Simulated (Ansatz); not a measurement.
`BBN` + H₂S → `NBS` + BH₃ at 600 K and 1 bar (cleavage of the B–B bond).

Computed with Ansatz on PBE0-D4/def2-TZVP structures; ΔE is electronic, products minus reactants. CCSD(T)/CBS is the MP2 limit (def2-TZVPP, def2-QZVPP) plus CCSD(T) − MP2 in def2-TZVPP, frozen cores. This one scheme is used for every species. Each species was taken in one conformer, which may not be the lowest.

```tsv
species	CCSD(T)/CBS energy (Eh)	H − E (kJ/mol)	S (J/(mol·K))
`BBN`	-107.29684	199.5	336.8
H₂S	-398.97279	60.8	230.9
`NBS`	-479.74963	171.0	335.6
BH₃	-26.55200	91.5	217.3
```

H − E and S are ideal-gas, rigid-rotor, harmonic terms from PBE0-D4/def2-TZVP, for one conformer and one mirror image of each species. 1 Eh = 2625.50 kJ/mol, R = 8.31446 J/(mol·K).

Problem. By hand: ΔE, ΔH, ΔS and ΔG.

Solution. ΔE = (-479.74963) + (-26.55200) − (-107.29684) − (-398.97279) = -0.03200 Eh = -84.0 kJ/mol. Δ(H − E) = 171.0 + 91.5 − 199.5 − 60.8 = 2.2, so ΔH = -81.8 kJ/mol. ΔS = 335.6 + 217.3 − 336.8 − 230.9 = -14.8 J/(mol·K). ΔG = -81.8 − 600 × (-14.8)/1000 = -72.9 kJ/mol.

Problem. By hand: the equilibrium constant, and the temperature at which ΔG would vanish if ΔH and ΔS stayed fixed.

Solution. log₁₀ K = −ΔG/(RT ln 10) = 6.3. ΔG = 0 at ΔH/ΔS = 5527 K, far beyond where these terms or the molecules hold.

The number of gas molecules stays the same, so ΔS is small and ΔH decides. A doubt of 5 kJ/mol in ΔE shifts log₁₀ K by 0.4 here. Other conformers and mirror images would add mixing entropy, several J/(mol·K) or more a flexible species. These are equilibria of isolated gas molecules and say nothing of rates. Largest T1 diagnostic: 0.013 (customary marks: 0.02 for closed shells, 0.045 for open ones).
